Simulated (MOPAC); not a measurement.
MOPAC input (AM1):

```
AM1 1SCF CHARGE=-1 GEO-OK AUX(PRECISION=9) THREADS=1
H2N

N     0.00264570 1    0.14563947 1    0.02144324 1
H    -0.80461872 1   -0.49692176 1   -0.06396564 1
H     0.78609879 1   -0.52255452 1   -0.08613707 1
```

Question: What heat of formation does the run end on, and which ionisation energy by Koopmans theorem?

Answer: 53.24 kcal/mol; -0.23 eV.
